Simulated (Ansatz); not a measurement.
# C₃H₅FO₂: one species, many methods

How much do the methods differ for C₃H₅FO₂? The plan is to run it at one geometry with functionals of several rungs and with coupled cluster, and see how far each lands from CCSD(T) at the basis-set limit for the atomisation energy.

The runs use Ansatz 0.2.0, Gaussian basis; functionals in def2-TZVPP, the program's frozen cores in correlated methods.

Levels to be run: PBE-D4, r2SCAN-D4, PBE0-D4, B3LYP-D4, ωB97X-V, ωB97M-V, B2PLYP; CCSD(T)/def2-TZVPP; MP2/def2-QZVPP; extrapolation to the limit.

## (1) The relaxed structure

All runs share one geometry, relaxed beforehand with PBE0-D4 in a triple-zeta def2 set.

SMILES `O=CCOCF`, 11 atoms, charge 0, spin multiplicity 1.

Atoms are counted from 1 here; the program's logs count them from 0.

Bond lengths: O1–C2 1.197 Å, C2–C3 1.506 Å, C2–H7 1.113 Å, C3–O4 1.398 Å, C3–H8 1.096 Å, C3–H9 1.100 Å, O4–C5 1.374 Å, C5–F6 1.383 Å, C5–H10 1.093 Å, C5–H11 1.090 Å. Angles: O1–C2–C3 125.2°, O1–C2–H7 121.5°, C3–C2–H7 113.3°, C2–C3–O4 114.8°, C2–C3–H8 107.6°, C2–C3–H9 108.2°, O4–C3–H8 107.5°, O4–C3–H9 112.2°, H8–C3–H9 106.1°, C3–O4–C5 114.8°, O4–C5–F6 110.3°, O4–C5–H10 112.6°, O4–C5–H11 107.0°, F6–C5–H10 106.9°, F6–C5–H11 108.0°, H10–C5–H11 111.9°.

Geometry (Å):

```mol
C3H5FO2
  3D, bonds by distance, orders not assigned

 11 10  0  0  0  0  0  0  0  0999 V2000
    1.3005   -1.4767   -0.7045 O   0  0
    1.2093   -1.0089    0.3940 C   0  0
    0.0287   -0.2300    0.9101 C   0  0
   -1.0555   -0.1579    0.0310 O   0  0
   -0.8928    0.7172   -1.0150 C   0  0
   -0.9706    2.0225   -0.5660 F   0  0
    2.0265   -1.1188    1.1420 H   0  0
   -0.3202   -0.7245    1.8234 H   0  0
    0.3823    0.7655    1.2175 H   0  0
    0.0771    0.6071   -1.5076 H   0  0
   -1.7200    0.5474   -1.7044 H   0  0
  1  2  8  0
  2  3  8  0
  3  4  8  0
  4  5  8  0
  5  6  8  0
  2  7  8  0
  3  8  8  0
  3  9  8  0
  5 10  8  0
  5 11  8  0
M  END
```

## (2) PBE-D4 (GGA)

in.yaml

```yaml
crystal:
  periodic: [false, false, false]
  atoms:
    - {symbol: O, position_ang: [1.300491, -1.476745, -0.704490]}
    - {symbol: C, position_ang: [1.209278, -1.008854, 0.393961]}
    - {symbol: C, position_ang: [0.028706, -0.229986, 0.910083]}
    - {symbol: O, position_ang: [-1.055549, -0.157912, 0.030995]}
    - {symbol: C, position_ang: [-0.892757, 0.717244, -1.015000]}
    - {symbol: F, position_ang: [-0.970578, 2.022520, -0.565964]}
    - {symbol: H, position_ang: [2.026523, -1.118839, 1.142046]}
    - {symbol: H, position_ang: [-0.320152, -0.724471, 1.823399]}
    - {symbol: H, position_ang: [0.382252, 0.765519, 1.217466]}
    - {symbol: H, position_ang: [0.077109, 0.607118, -1.507639]}
    - {symbol: H, position_ang: [-1.720024, 0.547405, -1.704356]}
basis:
  gaussian: {orbitals: def2-TZVPP}
hamiltonian: {xc: pbe, dispersion: d4}
output: {forces: true, orbitals: {seedname: orbitals}}
```

The run is started by

```sh
> ansatz run in.yaml --threads 4 --pin off --events-out ev --progress --plain --max-ram 10444MiB
```

Further steps of the session: r2SCAN-D4 (meta-GGA); PBE0-D4 (hybrid); B3LYP-D4 (hybrid); ωB97X-V (range-separated); ωB97M-V (range-separated); B2PLYP (double hybrid); CCSD(T) in def2-TZVPP; MP2 in def2-QZVPP.

**Question.** What will the summary of the whole plan be? Wanted: atomisation energy, CCSD(T)/CBS; farthest; mean size of error, hybrid; mean size of error, range-separated; gap, smallest and largest; T1 diagnostic; triples share of the correlation energy.

**Answer**, as computed:

| quantity | value |
| --- | --- |
| atomisation energy, CCSD(T)/CBS | 4484.0 kJ/mol |
| functionals within 22.4 kJ/mol (0.5 %) | r2SCAN-D4, B3LYP-D4, ωB97X-V, ωB97M-V |
| farthest | PBE-D4 (+168.1 kJ/mol) |
| mean size of error, hybrid | 14.2 kJ/mol |
| mean size of error, range-separated | 16.1 kJ/mol |
| gap, smallest and largest | 3.89 eV (PBE-D4), 11.57 eV (ωB97X-V) |
| T1 diagnostic | 0.0135 |
| triples share of the correlation energy | 3.7 % |

**Reading.** PBE-D4 misses by +168.1 kJ/mol. Double hybrids carry the basis error of their MP2 part in triple zeta, and no dispersion term here, so their miss is partly the set-up's. The reference freezes the cores and leaves out relativity and excitations past (T), so misses under about 22.4 kJ/mol can't be ranked. Hartree-Fock recovers 70 % of the binding; the rest is correlation. Orbital gaps span 3.9 to 11.6 eV; exact exchange widens them.
